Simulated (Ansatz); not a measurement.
Total energies of C₃H₅Cl (`C=C(C)Cl`).

| atom | x (Å) | y (Å) | z (Å) |
| --- | --- | --- | --- |
| C1 | 0.4990 | -1.3106 | 0.0861 |
| C2 | 0.4583 | -0.0006 | -0.0964 |
| C3 | -0.7395 | 0.8706 | 0.0287 |
| Cl4 | 1.9080 | 0.8588 | -0.5270 |
| H5 | 1.4133 | -1.8775 | -0.0238 |
| H6 | -0.4069 | -1.8410 | 0.3542 |
| H7 | -0.5798 | 1.6369 | 0.7914 |
| H8 | -0.9396 | 1.3870 | -0.9134 |
| H9 | -1.6129 | 0.2765 | 0.3002 |

Total charge 0; spin multiplicity 1. Geometry: relaxed with PBE0-D4/def2-TZVP. Basis def2-TZVPP, Ansatz 0.2.0.

RPA on PBE orbitals: Hartree–Fock energy of these orbitals -576.01097 Eh, correlation -1.14512 Eh (frozen core).

```json
{"functional": "LDA (SPW92)", "energy without D4 (Eh)": "-574.97007", "D4 term (kJ/mol)": "–"}
{"functional": "revPBE", "energy without D4 (Eh)": "-577.44952", "D4 term (kJ/mol)": "-55.4"}
{"functional": "r2SCAN", "energy without D4 (Eh)": "-577.46271", "D4 term (kJ/mol)": "-3.9"}
{"functional": "B97M-V", "energy without D4 (Eh)": "-577.45222", "D4 term (kJ/mol)": "–"}
{"functional": "PBE0", "energy without D4 (Eh)": "-577.26959", "D4 term (kJ/mol)": "-13.6"}
{"functional": "r2SCANh", "energy without D4 (Eh)": "-577.45631", "D4 term (kJ/mol)": "-4.1"}
{"functional": "HSE06 (plane-wave form)", "energy without D4 (Eh)": "-577.25468", "D4 term (kJ/mol)": "-12.6"}
{"functional": "CAM-B3LYP", "energy without D4 (Eh)": "-577.51137", "D4 term (kJ/mol)": "-13.6"}
{"functional": "LC-ωPBE", "energy without D4 (Eh)": "-577.36152", "D4 term (kJ/mol)": "–"}
{"functional": "B2PLYP", "energy without D4 (Eh)": "-577.32616", "D4 term (kJ/mol)": "–"}
```

Question: Give the same for PBE, BLYP, B3LYP, r2SCAN0, BHLYP, ωB97X-V, ωB97M-V, PBE-QIDH. (An estimate is asked.)

Answer: Computed: 
```tsv
functional	energy without D4 (Eh)	D4 term (kJ/mol)
PBE	-577.21676	-16.3
BLYP	-577.50391	-37.0
B3LYP	-577.58888	-26.4
r2SCAN0	-577.44754	-4.6
BHLYP	-577.49033	-18.7
ωB97X-V	-577.46370	–
ωB97M-V	-577.48164	–
PBE-QIDH	-577.16749	–
```

B3LYP takes the VWN-RPA correlation (the form of Gaussian; ORCA's B3LYP/G). HSE06 is the plane-wave form, built on full-range PBE exchange. The double hybrids freeze the cores in their second-order part.

LC-ωPBE has ω = 0.4 bohr⁻¹.
